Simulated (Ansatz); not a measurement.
**1T (CdI2-type) CdI2**

Calculation: PBE-D3(BJ) (Ansatz, a program for electronic structure, PAW).

Cell: relaxed at this level.

```json
{
  "interlayer_binding_energy": "14.0 meV/Å²",
  "layer_repeat_distance": "6.827 Å",
  "gap_between_the_layers": "3.367 Å"
}
```

Spin–orbit coupling is not included.

Computed values are for the static lattice.

The result took very roughly 2.8 core-minutes.
